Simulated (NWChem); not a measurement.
**One shape, several levels: C3H2O (propiolaldehyde)**

We compute a comparison of 6 runs (HF/3-21G, HF/def2-SVPD, BP86/3-21G, B3LYP/6-31G*, PBE0/def2-SVP, CCSD(T)/6-311G**) of C3H2O (propiolaldehyde). 

Program for the calculation: NWChem 7.3.0.

## 1. The system as given

C3H2O has 6 atoms, charge 0, and is taken as a singlet. SMILES: `C#CC=O`. The coordinates come from a PBE0-D4/def2-TZVP relaxation.

Bond lengths: C1–C2 1.202 Å, C2–C3 1.444 Å, C3–O4 1.202 Å, C1–H5 1.066 Å, C3–H6 1.106 Å. Angles: C1–C2–C3 177.4°, C2–C3–O4 123.9°, C2–C1–H5 178.9°, C2–C3–H6 114.4°, O4–C3–H6 121.7°.

## 2. Energy and forces at HF/3-21G (run 1)

File job.xyz:

```xyz
6
C3H2O hf
C     -0.362100     1.068300    -1.031800
C     -0.096200     0.205600    -0.238600
C      0.272800    -0.794900     0.734400
O     -0.319100    -1.829900     0.889400
H     -0.613300     1.822400    -1.741500
H      1.160000    -0.535700     1.342000
```

File job.nw:

```
start job
title "C3H2O hf"
memory stack 880 mb heap 220 mb global 1100 mb
charge 0

geometry units angstroms noautosym nocenter noautoz
   load job.xyz
end

basis spherical bse
   * library 3-21G
end

scf
   thresh 1e-08
   maxiter 80
end

task scf gradient
```

The run is started by

```bash
$ nwchem job.nw > job.out
```

What it wrote:

```text
[...]
  functions       =    40
[...]
  wavefunction    = RHF
[...]
         Total SCF energy =   -188.476519038868
      One-electron energy =   -432.181272886339
      Two-electron energy =    154.433476556920
 Nuclear repulsion energy =     89.271277290550
        Time for solution =      0.6s
[...]
                         RHF ENERGY GRADIENTS
    atom               coordinates                        gradient
                 x          y          z           x          y          z
   1 C      -0.684270   2.018794  -1.949819   -0.001628   0.017044  -0.012505
   2 C      -0.181792   0.388528  -0.450889    0.000864  -0.029147   0.019700
   3 C       0.515517  -1.502143   1.387815   -0.013020  -0.009376  -0.005306
   4 O      -0.603012  -3.458010   1.680722    0.003645   0.011004  -0.003960
   5 H      -1.158969   3.443837  -3.290958   -0.003205   0.007660  -0.007777
   6 H       2.192082  -1.012326   2.536012    0.013344   0.002814   0.009848
[...]
```

Wall time 1.3 s (1 thread of AMD EPYC 9R45 (Zen 5), shared host); peak memory 0.099 GiB.

## 3. Energy and gradient at HF/def2-SVPD (run 2)

File a.nw:

```
start a
title "C3H2O"
memory 2200 mb
charge 0
geometry noautosym nocenter noautoz
   C     -0.362100     1.068300    -1.031800
   C     -0.096200     0.205600    -0.238600
   C      0.272800    -0.794900     0.734400
   O     -0.319100    -1.829900     0.889400
   H     -0.613300     1.822400    -1.741500
   H      1.160000    -0.535700     1.342000
end
basis spherical bse
   C library def2-SVPD
   O library def2-SVPD
   H library def2-SVPD
end
scf
   singlet
   rhf
   thresh 1e-08
   maxiter 80
   noprint "final vectors analysis"
end
task scf gradient
```

The run is started by

```bash
$ nwchem a.nw > a.out
```

What it wrote:

```text
[...]
  functions       =    99
[...]
  wavefunction    = RHF
[...]
         Total SCF energy =   -189.403804816166
      One-electron energy =   -433.438021820452
      Two-electron energy =    154.762939713735
 Nuclear repulsion energy =     89.271277290550
        Time for solution =     13.0s
[...]
                         RHF ENERGY GRADIENTS
    atom               coordinates                        gradient
                 x          y          z           x          y          z
   1 C      -0.684270   2.018794  -1.949819   -0.005262   0.016892  -0.015584
   2 C      -0.181792   0.388528  -0.450889    0.009338  -0.023789   0.023631
   3 C       0.515517  -1.502143   1.387815    0.009163   0.035064  -0.014787
   4 O      -0.603012  -3.458010   1.680722   -0.018332  -0.031390   0.004372
   5 H      -1.158969   3.443837  -3.290958   -0.000211   0.000089  -0.000239
   6 H       2.192082  -1.012326   2.536012    0.005304   0.003135   0.002606
[...]
```

Wall time 16 s (1 thread of AMD EPYC 9R45 (Zen 5), shared host); peak memory 0.1 GiB.

## 4. Energy and forces at BP86/3-21G (run 3)

File c3h2o.nw:

```
start c3h2o
title "C3H2O BP86"
memory 2200 mb
charge 0

geometry noautosym nocenter noautoz
  C     -0.362100     1.068300    -1.031800
  C     -0.096200     0.205600    -0.238600
  C      0.272800    -0.794900     0.734400
  O     -0.319100    -1.829900     0.889400
  H     -0.613300     1.822400    -1.741500
  H      1.160000    -0.535700     1.342000
end

basis spherical bse
  C library 3-21G
  O library 3-21G
  H library 3-21G
end

dft
  xc becke88 perdew86
  mult 1
  grid xfine
  convergence energy 1e-08
  maxiter 100
  mulliken
end

task dft gradient
```

The run is started by

```bash
$ nwchem c3h2o.nw > c3h2o.out
```

What it wrote:

```text
[...]
          Wavefunction type:  closed shell.
          No. of atoms     :     6
          No. of electrons :    28
[...]
          Charge           :     0
          Spin multiplicity:     1
[...]
          AO basis - number of functions:    40
[...]
              XC Information
              --------------
                    Becke 1988 Exchange Functional  1.000
                Perdew 1981 Correlation Functional  1.000 local
                Perdew 1986 Correlation Functional  1.000 non-local
[...]
 d= 0,ls=0.0,diis     1   -189.4489808715 -2.79D+02  9.58D-02  1.13D+00     0.6
[...]
 d= 0,ls=0.0,diis    12   -189.5869994752 -6.04D-09  6.39D-07  7.87D-10     5.3
         Total DFT energy =     -189.586999475193
      One electron energy =     -432.831780841275
           Coulomb energy =      179.383735046401
    Exchange-Corr. energy =      -25.410230970869
 Nuclear repulsion energy =       89.271277290550
[...]
      Total Density - Mulliken Population Analysis
     ---------------------------------------------
    Atom       Charge   Shell Charges
 -----------   ------   -------------------------------------------------------
    1 C    6     6.34   1.98  0.43  1.62  0.89  1.42
    2 C    6     5.93   1.98  0.44  1.67  0.66  1.18
    3 C    6     5.84   1.98  0.43  1.65  0.78  1.00
    4 O    8     8.35   1.99  0.44  2.11  1.55  2.25
    5 H    1     0.73   0.46  0.27
    6 H    1     0.81   0.47  0.34
[...]
  wavefunction    = closed shell
                         DFT ENERGY GRADIENTS
    atom               coordinates                        gradient
                 x          y          z           x          y          z
   1 C      -0.684270   2.018794  -1.949819    0.008847  -0.023064   0.022724
   2 C      -0.181792   0.388528  -0.450889   -0.013184   0.014930  -0.021230
   3 C       0.515517  -1.502143   1.387815   -0.025141  -0.046920   0.008498
   4 O      -0.603012  -3.458010   1.680722    0.034719   0.064347  -0.011452
   5 H      -1.158969   3.443837  -3.290958    0.001082  -0.003243   0.003056
   6 H       2.192082  -1.012326   2.536012   -0.006323  -0.006050  -0.001595
[...]
```

Run time: 6.9 s. Hardware: 1 thread of AMD EPYC 9R45 (Zen 5), shared host; peak memory 0.13 GiB.

Runs 4 to 5 aren't shown in full; the table further down has their settings and results.

## 5. A single-point energy at CCSD(T)/6-311G(d,p) (run 6)

File test.nw:

```
start test
memory total 2200 mb
charge 0

geometry noautosym nocenter noautoz
  C       -0.362100       1.068300      -1.031800
  C       -0.096200       0.205600      -0.238600
  C        0.272800      -0.794900       0.734400
  O       -0.319100      -1.829900       0.889400
  H       -0.613300       1.822400      -1.741500
  H        1.160000      -0.535700       1.342000
end

basis spherical bse
  C library 6-311G**
  O library 6-311G**
  H library 6-311G**
end

scf
  singlet
  rhf
  thresh 1e-08
  maxiter 80
end

ccsd
  freeze core 4
  maxiter 60
end

task ccsd(t) energy
```

The run is started by

```bash
$ nwchem test.nw > test.out
```

What it wrote:

```text
[...]
  functions       =    84
[...]
  wavefunction    = RHF
[...]
         Total SCF energy =   -189.587961884752
      One-electron energy =   -433.908557605700
      Two-electron energy =    155.049318430397
 Nuclear repulsion energy =     89.271277290550
        Time for solution =      8.1s
[...]
 Total MP2 energy:           -190.177372695431842
[...]
             energy      energy      error      ampl     ampl      Block
                                                time     time      time
[...]
 Total CCSD energy:           -190.192503672443252
[...]
 Total CCSD+T(CCSD) energy:           -190.221841104186126
[...]
 Total CCSD(T) energy:                -190.220068222517995
[...]
```

It took 78 s on 1 thread of AMD EPYC 9R45 (Zen 5), shared host; peak memory 0.22 GiB.

## 6. The series

```csv
run,level,iteration cap,module,energy (Eh),dipole moment (D),HOMO energy (eV),LUMO energy (eV),wall time
1,HF/3-21G,80,scf,-188.476519,3.11,-11.52,2.44,1.3 s
2,HF/def2-SVPD,80,scf,-189.403805,3.32,–,–,16 s
3,BP86/3-21G,100,dft,-189.586999,2.53,-6.04,-2.78,6.9 s
4,B3LYP/6-31G* (Cartesian functions),100,dft,-190.645102,2.84,-7.56,-1.95,14 s
5,PBE0/def2-SVP,100,dft,-190.281291,2.80,-8.03,-1.99,13 s
6,CCSD(T)/6-311G**,80,ccsd(t),-190.220068,–,-11.57,2.10,78 s
```

## 7. Outcome

| quantity | value |
| --- | --- |
| run 6: total energy | -190.22007 Eh |
| run 6: HOMO energy (Hartree–Fock orbitals) | -11.57 eV |
| run 6: LUMO energy (Hartree–Fock orbitals) | 2.10 eV |
| run 6: HOMO–LUMO gap (Hartree–Fock orbitals) | 13.67 eV |
| run 6: correlation energy (4 core orbitals frozen) | -632.1 mEh |
| run 6: (T) correction | -27.56 mEh |

What this shows: Over runs 1, 2, 3, 4, 5 the dipole moment (its size) runs from 2.53 D (BP86/3-21G) to 3.32 D (HF/def2-SVPD). The two ends differ in method and basis. Over runs 1, 3, 4, 5 the HOMO–LUMO gap runs from 3.26 eV (BP86/3-21G) to 13.96 eV (HF/3-21G). Exact exchange widens orbital gaps. Totals of different functionals can't be ranked against each other. All runs together took 2.1 min, the longest 78 s.
